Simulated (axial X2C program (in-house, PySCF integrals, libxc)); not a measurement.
# O₂: bond constants with and without spin–orbit coupling

All values were computed with an in-house all-electron X2C program for linear molecules (integrals from PySCF). Spin-free means the one-electron spin-free X2C Hamiltonian; two-component (2c) means X2C with spin–orbit coupling and atomic mean-field two-electron Coulomb and Gaunt terms, so the difference of the two also holds small scalar two-electron terms. Basis: O dyall-av4z [8s7p4d3f2g] (cores contracted in-house); Gaussian nuclei, density fitting, unrestricted open shells. Masses: O 15.995 u.

Input file and command:
```json
{"zs": [8, 8], "q": 0, "bas": ["dyall-av4z", "dyall-av4z"], "levels": ["PBE0", "HF", "PBE50", "PW91", "B3LYP"], "cc": true, "r0": 1.14, "thr": -2.0, "nmax": 180}
```
```bash
python so2c.py task.json out
```

Keys: zs atomic numbers; q charge; bas basis sets; levels methods; cc coupled cluster on or off; r0 starting distance in Å; thr threshold in hartree for freezing inner shells (an s shell follows its p shell); nmax most natural virtual spinors. HF also brings MP2.

State, spin-free: M_S = 1, Λ = 0 (beyond evenly filled blocks: π+α, π-α); electrons by block: σα: 5, σβ: 5, π+α: 2, π+β: 1, π-α: 2, π-β: 1. Fragments: O + O.

State, 2c: Ω = 1 (⟨Sz⟩ = 1.00, ⟨Lz⟩ = 0.00 at PBE0); electrons by block: 1/2: 6, -1/2: 7, 3/2: 2, -3/2: 1. Fragments: O + O.

```
Hamiltonian    level  Re (Å)  ωe (cm⁻¹)  αe (cm⁻¹)  De (eV)  D0 (eV)  k (mdyn/Å)
  spin-free      MP2   1.219     1476.3     0.0188     5.62     5.52        10.3
         2c     PBE0   1.192     1712.8     0.0137     5.41     5.30        13.8
         2c       HF   1.158     1965.8     0.0121     1.57     1.45        18.2
         2c     CCSD   1.197     1675.7     0.0142     4.77     4.66        13.2
         2c  CCSD(T)   1.208     1593.1     0.0152     5.10     5.00          12
         2c    PBE50   1.171     1849.9      0.013     4.65     4.54        16.1
         2c     PW91   1.218     1552.0     0.0145     6.22     6.13        11.3
         2c    B3LYP   1.203     1635.4      0.014     5.37     5.27        12.6
```

Spin-free values that have a 2c row agree with it to the digits that matter (0.001 Å, 0.01 eV) and are not repeated.

Correlated methods: 12 electrons correlated (number of frozen shells: O 1 s), 332 virtual spin orbitals or spinors in MP2, 162 natural virtuals in coupled cluster.

The state is one determinant whose occupation by symmetry is held fixed; it was picked as the lowest of a PBE0 search that is not exhaustive. Dissociation energies refer to the lowest single-determinant-based atoms at the same level and basis. Density functionals use the spin component along the axis (collinear). CCSD and (T) use frozen natural virtuals with an MP2 correction for the truncation; (T) itself is uncorrected, so its De runs slightly low. A 2c atom that is not at its ground J level misses part of its spin–orbit lowering, and De is too large by that part (0.04 eV or less for light atoms). This holds for PBE0, CCSD, PBE50, PW91, B3LYP. The functionals have no current-density term, which raises determinants with orbital currents, atoms included. With several unpaired electrons one determinant need not be a pure state. Open-shell Ω = 0 determinants with evenly filled partner blocks cannot be reached by this program, so the Ω shown need not be the lowest component. This is the Ω = 1 component of a π² triplet; the 0⁺ component is not one determinant and can lie lowest.

No reliable constants came from MP2 (2c): no minimum in range, unconverged points, a curve that is not smooth, a change of character along it, or the two Hamiltonians disagreeing along it.

Rough cost a point (2c) on 2 thread(s) of a shared host, integrals apart: PBE0 0.22 s, HF 0.13 s, CCSD(T) 16 s, PBE50 0.26 s, PW91 0.19 s, B3LYP 0.24 s.

The whole task took 4.3 min on 2 threads of AMD EPYC 7R43 64-Core Processor (Zen 3) (shared host).
